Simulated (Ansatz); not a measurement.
## Scan of [BH2···H···H], doublet

All five atoms lie in one plane.

Starting geometry:

| atom | x (Å) | y (Å) | z (Å) |
| --- | --- | --- | --- |
| B | -0.1512 | 0.0000 | 0.0000 |
| H | -0.7479 | 1.0336 | 0.0000 |
| H | -0.7479 | -1.0336 | 0.0000 |
| H | 1.0423 | 0.0000 | 0.0000 |
| H | 2.0748 | 0.0000 | 0.0000 |

From there H4 is moved from one fragment to the other while all else, the fragments' distance too, stays fixed; atoms are numbered as listed. Energies are in eV, counted from the starting geometry at the same level. Kohn–Sham curves are unrestricted where that lies lower.

Basis 6-31G; Ansatz 0.2.0. Only valence electrons are correlated (noble-gas cores frozen).

In so small a basis the reference is far from its limit while semilocal and hybrid functionals are nearer theirs (RPA and double hybrids share much of the reference's basis error), so the functionals' errors here hold much of the reference's basis and frozen-core error, which can add to them or hide them.

Full CI is exact within this basis and frozen core; it isn't the basis-set limit.

```csv
distance B1-H4 (Å),full CI,PBE,BLYP,r2SCAN,PBE0,B3LYP,CAM-B3LYP,wB97M-V,B2PLYP,RPA-PBE
1.110,0.095,0.159,0.152,0.135,0.132,0.132,0.118,0.121,0.105,0.119
1.194,0.000,0.000,0.000,0.000,0.000,0.000,0.000,0.000,0.000,0.000
1.235,0.002,-0.028,-0.026,-0.017,-0.015,-0.017,-0.009,-0.013,-0.004,-0.013
1.276,0.020,-0.034,-0.032,-0.013,-0.011,-0.014,0.001,-0.007,0.011,-0.009
1.317,0.047,-0.025,-0.023,0.003,0.007,0.001,0.023,0.009,0.036,0.002
1.358,0.077,-0.002,-0.002,0.029,0.034,0.026,0.054,0.034,0.067,0.017
1.399,0.111,0.034,0.031,0.064,0.072,0.060,0.093,0.068,0.103,0.036
1.440,0.151,0.088,0.080,0.114,0.123,0.107,0.144,0.115,0.150,0.065
1.481,0.207,0.168,0.155,0.187,0.198,0.178,0.217,0.183,0.215,0.113
```
